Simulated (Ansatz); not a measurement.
Geometry optimisation, RKS B3LYP/def2-SVP (Ansatz).

Input:

```yaml
crystal:
  periodic: [false, false, false]
  atoms:
    - { symbol: B, position_ang: [0.053941, 0.152091, 0.274666] }
    - { symbol: C, position_ang: [0.067206, 0.207434, 1.856929] }
    - { symbol: H, position_ang: [-0.876801, -0.143181, 2.303362] }
    - { symbol: H, position_ang: [0.920197, -0.318563, 2.31144] }
    - { symbol: H, position_ang: [0.171937, 1.274314, 2.140846] }
    - { symbol: Cl, position_ang: [1.566178, 0.117593, -0.640403] }
    - { symbol: H, position_ang: [-0.95383, 0.252328, -0.376321] }
    - { symbol: H, position_ang: [-0.370448, -2.204096, 0.346684] }
    - { symbol: H, position_ang: [-0.348381, -1.90992, 1.000698] }
basis:
  gaussian: { orbitals: def2-SVP }
hamiltonian:
  xc: b3lyp
relax:
  f_tol: 0.03
  max_steps: 50
```

Launched with:

```bash
$ ansatz run input.yaml --threads 1 --pin off --max-ram 2048MiB --backend cpu --events-out ev --progress --plain --runs-dir out
```

**Question.** Where does it end, and by what steps?

**Answer.** It converged. The force dipped under the threshold on the way, but the program's further checks kept it going. After 45 steps the energy has fallen by 0.237 eV; H9 moved furthest, 2.37 Å.

```json
{"step": "0", "energy less start (eV)": "0.0000", "largest force component (eV/Å)": "1.581", "accepted": "yes"}
{"step": "2", "energy less start (eV)": "-0.1669", "largest force component (eV/Å)": "0.326", "accepted": "yes"}
{"step": "4", "energy less start (eV)": "-0.2005", "largest force component (eV/Å)": "0.147", "accepted": "yes"}
{"step": "6", "energy less start (eV)": "-0.2087", "largest force component (eV/Å)": "0.255", "accepted": "yes"}
{"step": "8", "energy less start (eV)": "-0.2121", "largest force component (eV/Å)": "0.072", "accepted": "yes"}
{"step": "10", "energy less start (eV)": "-0.2147", "largest force component (eV/Å)": "0.065", "accepted": "yes"}
{"step": "12", "energy less start (eV)": "-0.2200", "largest force component (eV/Å)": "0.025", "accepted": "yes"}
{"step": "14", "energy less start (eV)": "-0.2206", "largest force component (eV/Å)": "0.198", "accepted": "yes"}
{"step": "16", "energy less start (eV)": "-0.2230", "largest force component (eV/Å)": "0.040", "accepted": "yes"}
{"step": "18", "energy less start (eV)": "-0.2248", "largest force component (eV/Å)": "0.135", "accepted": "yes"}
{"step": "20", "energy less start (eV)": "-0.2268", "largest force component (eV/Å)": "0.031", "accepted": "yes"}
{"step": "22", "energy less start (eV)": "-0.2282", "largest force component (eV/Å)": "0.123", "accepted": "yes"}
{"step": "24", "energy less start (eV)": "-0.2306", "largest force component (eV/Å)": "0.042", "accepted": "yes"}
{"step": "26", "energy less start (eV)": "-0.2316", "largest force component (eV/Å)": "0.084", "accepted": "yes"}
{"step": "28", "energy less start (eV)": "-0.2327", "largest force component (eV/Å)": "0.039", "accepted": "yes"}
{"step": "30", "energy less start (eV)": "-0.2329", "largest force component (eV/Å)": "0.070", "accepted": "yes"}
{"step": "32", "energy less start (eV)": "-0.2334", "largest force component (eV/Å)": "0.065", "accepted": "yes"}
{"step": "34", "energy less start (eV)": "-0.2337", "largest force component (eV/Å)": "0.034", "accepted": "yes"}
{"step": "36", "energy less start (eV)": "-0.2340", "largest force component (eV/Å)": "0.044", "accepted": "yes"}
{"step": "38", "energy less start (eV)": "-0.2344", "largest force component (eV/Å)": "0.054", "accepted": "yes"}
{"step": "40", "energy less start (eV)": "-0.2348", "largest force component (eV/Å)": "0.071", "accepted": "yes"}
{"step": "42", "energy less start (eV)": "-0.2354", "largest force component (eV/Å)": "0.066", "accepted": "yes"}
{"step": "44", "energy less start (eV)": "-0.2364", "largest force component (eV/Å)": "0.068", "accepted": "yes"}
{"step": "45", "energy less start (eV)": "-0.2370", "largest force component (eV/Å)": "0.015", "accepted": "yes"}
```

```xyz
9
Properties=species:S:1:pos:R:3
B -0.012 0.779 0.420
C 0.120 0.757 1.970
H -0.897 0.723 2.408
H 0.709 -0.076 2.378
H 0.547 1.715 2.320
Cl 0.660 -0.497 -0.599
H -0.583 1.663 -0.168
H -0.042 -3.461 0.183
H -0.272 -4.176 0.306
```

Whether the end is a true minimum wasn't checked by a vibrational analysis.

Run time: 61 s on 1 thread of Intel(R) Xeon(R) 6975P-C (Granite Rapids) (shared host), peak memory 0.17 GiB.
